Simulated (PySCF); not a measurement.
# iminomethyl cation: gas-phase deprotonation enthalpies at several levels

Structure: `C#[NH+]` ([CH2N]+). Optimised structure (Å), atoms numbered from 1:
```
C     0.5555   -0.0077   -0.0069
N    -0.5819    0.0133   -0.0162
H     1.6514   -0.0279    0.0021
H    -1.6044    0.0321   -0.0245
```

All levels share the PBE0-D3(BJ)/ma-def2-SVP structures and the PBE0-D3(BJ)/ma-def2-SVP thermal terms; only the single-point energies (PySCF) change. Values are gas-phase deprotonation enthalpies (298 K, kJ/mol).

| level | N2 | C1 | mean abs. error | time |
| --- | --- | --- | --- | --- |
| LDA/ma-def2-TZVP | 693 | 752 | 18.5 | 2.2 s |
| PBE0-D3(BJ)/6-31+G* | 702 | 762 | 9.2 | 0.87 s |
| ωB97M-D3(BJ)/ma-def2-TZVP (grid 3) | 704 | 755 | 12.0 | 3.5 s |
| M06-2X/ma-def2-TZVP (grid 3) | 704 | 758 | 10.4 | 3.5 s |
| PBE0-D3(BJ)/pcseg-1 | 705 | 762 | 7.9 | 0.79 s |
| BLYP-D3(BJ)/ma-def2-TZVP | 706 | 769 | 3.6 | 2.7 s |
| PBE0-D3(BJ)/def2-SV(P) | 707 | 770 | 2.7 | 0.76 s |
| PBE0-D3(BJ)/aug-pcseg-1 | 707 | 766 | 4.8 | 1.2 s |
| CAM-B3LYP-D3(BJ)/ma-def2-TZVP | 707 | 763 | 6.1 | 1.8 s |
| PBE-D3(BJ)/ma-def2-TZVP | 708 | 771 | 1.8 | 2.7 s |
| PBE0-D3(BJ)/aug-cc-pVDZ | 709 | 766 | 3.6 | 1.2 s |
| BP86-D3(BJ)/ma-def2-TZVP | 710 | 771 | 0.6 | 2.7 s |
| r2SCAN-D3(BJ)/ma-def2-TZVP (grid 3) | 711 | 772 | 0.8 | 4.5 s |
| B3LYP-D3(BJ)/ma-def2-TZVP | 712 | 770 | 2.0 | 1.6 s |
| PBE0-D3(BJ)/6-311+G** | 712 | 771 | 2.0 | 1.1 s |
| PBE0-D3(BJ)/6-311++G(2d,2p) | 713 | 771 | 2.1 | 1.3 s |
| PBE0-D3(BJ)/6-31G* | 713 | 781 | 5.6 | 0.76 s |
| PBE0-D3(BJ)/cc-pVDZ | 714 | 776 | 3.8 | 0.82 s |
| HSE06/ma-def2-TZVP | 714 | 773 | 2.2 | 3.2 s |
| PBE0-D3(BJ)/ma-def2-TZVP | 715 | 773 | 2.8 | – |
| PBE0-D3(BJ)/def2-TZVPD | 715 | 773 | 3.0 | 1.8 s |
| PBE0-D3(BJ)/def2-TZVP | 716 | 774 | 3.5 | 1.4 s |
| BHandHLYP/ma-def2-TZVP | 716 | 768 | 5.0 | 1.4 s |
| PBE0-D3(BJ)/ma-def2-SVP | 716 | 771 | 4.0 | 0.9 s |
| PBE0-D3(BJ)/jun-cc-pV(T+d)Z | 716 | 773 | 3.5 | 1.9 s |
| PBE0-D3(BJ)/aug-cc-pVTZ | 717 | 773 | 3.7 | 2.6 s |
| TPSS-D3(BJ)/ma-def2-TZVP (grid 3) | 717 | 780 | 7.3 | 4.8 s |
| ωB97X-D3(BJ)/ma-def2-TZVP | 717 | 772 | 3.9 | 1.7 s |
| M06/ma-def2-TZVP (grid 3) | 717 | 772 | 4.1 | 3.6 s |
| PBE0-D3(BJ)/aug-cc-pVQZ | 717 | 774 | 4.3 | 6.8 s |
| PBE0-D3(BJ)/def2-QZVPPD | 717 | 774 | 4.4 | 4.5 s |
| PBE0-D3(BJ)/def2-QZVP | 717 | 774 | 4.6 | 3.9 s |
| PBE0-D3(BJ)/pcseg-2 | 717 | 774 | 4.6 | 1.5 s |
| PBE0-D3(BJ)/def2-TZVPP | 718 | 774 | 4.7 | 1.7 s |
| PBE0-D3(BJ)/cc-pVTZ | 718 | 776 | 6.0 | 1.5 s |
| TPSSh-D3(BJ)/ma-def2-TZVP (grid 3) | 719 | 780 | 8.0 | 4 s |
| M06-L/ma-def2-TZVP (grid 3) | 720 | 784 | 10.8 | 4.7 s |
| PBE0-D3(BJ)/def2-SVPD | 720 | 775 | 6.6 | 1.1 s |
| LC-ωPBE/ma-def2-TZVP | 721 | 778 | 8.1 | 3 s |
| B97-2/ma-def2-TZVP | 721 | 780 | 9.4 | 1.5 s |
| OPBE/ma-def2-TZVP | 723 | 785 | 13.0 | 2.7 s |
| PBE0-D3(BJ)/def2-SVP | 724 | 780 | 10.7 | 0.77 s |
| HF/ma-def2-TZVP | 725 | 768 | 10.2 | 0.51 s |
| PBE0-D3(BJ)/6-31G | 729 | 789 | 17.6 | 0.66 s |
| ATcT 1.112 | 710 | 773 |  |  |

Times are wall times for all single points of a level on 1 thread of Arm Neoverse V2, a shared host; the dash marks the run that also made the structures. BLYP, BP86, HSE06, LC-ωPBE, LDA, M06-L, OPBE, PBE, TPSS, r2SCAN ran on a slower path of this set-up, which computes the density-fitting integrals anew in every SCF cycle while the other levels store them. So the times needn't show the usual order of cost, and those levels read slower than they are.

Hartree-Fock leaves out electron correlation, so its deprotonation energies can be off by tens of kJ/mol.

The widest spread is that of C1: 36 kJ/mol, from 752 to 789.

Differences come from unrounded values, so a last digit can differ from that of the printed terms.
